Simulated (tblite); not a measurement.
Species: chloromethane, CH₃Cl.
Numbering: `[CH3:1][Cl:2]` (hydrogens: H3, H4, H5 on C1)

Computed with GFN2-xTB (tblite), gas phase: Langevin dynamics at 300 K from the optimised GFN2-xTB geometry, time step 0.5 fs, friction 0.01 fs⁻¹, 2000 steps.

Start geometry:
```
atom  x, y, z in Å
C1     -0.149   -0.003   -0.008
Cl2     1.627    0.035    0.047
H3     -0.521   -0.061    1.010
H4     -0.494    0.907   -0.490
H5     -0.453   -0.876   -0.577
```

The statistics below take the 31 frames saved every 25 fs from 250 to 1000 fs; their kinetic temperature (all 3N coordinates) averages 329 K.

Question: Give the mean, spread and extremes of the bond lengths.

Answer: 
| bond | start (Å) | mean (Å) | standard deviation (Å) | shortest (Å) | longest (Å) |
| --- | --- | --- | --- | --- | --- |
| C1–Cl2 | 1.777 | 1.784 | 0.046 | 1.699 | 1.876 |
| C1–H3 | 1.085 | 1.091 | 0.025 | 1.042 | 1.144 |
| C1–H4 | 1.085 | 1.089 | 0.024 | 1.024 | 1.120 |
| C1–H5 | 1.085 | 1.093 | 0.032 | 1.048 | 1.165 |

Question: Give the same statistics for bond angles, one of each kind.

Answer: 
```csv
angle,start (°),mean (°),standard deviation (°),smallest (°),largest (°)
Cl2–C1–H3,108.3,107.7,3.6,99.7,114.8
H3–C1–H4,110.6,110.5,4.3,101.0,120.3
```

Question: How far does each atom move about its mean position (frames aligned on the start, all atoms weighted alike), and what rms force does it feel?

Answer: 
| atom | rms displacement (Å) | rms force (eV/Å) |
| --- | --- | --- |
| C1 | 0.05 | 1.84 |
| Cl2 | 0.06 | 0.92 |
| H3 | 0.06 | 0.93 |
| H4 | 0.06 | 0.90 |
| H5 | 0.06 | 1.04 |

The displacements run from 0.05 to 0.06 Å.

Question: How widely does the potential energy scatter, against a harmonic estimate?

Answer: Mean 0.12 eV above the start, standard deviation 0.037 eV, range 0.05 to 0.19 eV. For 9 classical harmonic modes at 300 K the canonical values are 9kT/2 = 0.12 eV and kT·√(9/2) = 0.055 eV.

The run is classical and short, so these are rough statistics of one trajectory.

What follows is the cost of the whole dynamics run. Hardware: one thread, Arm Neoverse V1 (aarch64), no GPU, on a shared host. Cost: 4.0 s, 0.18 GiB resident at most.
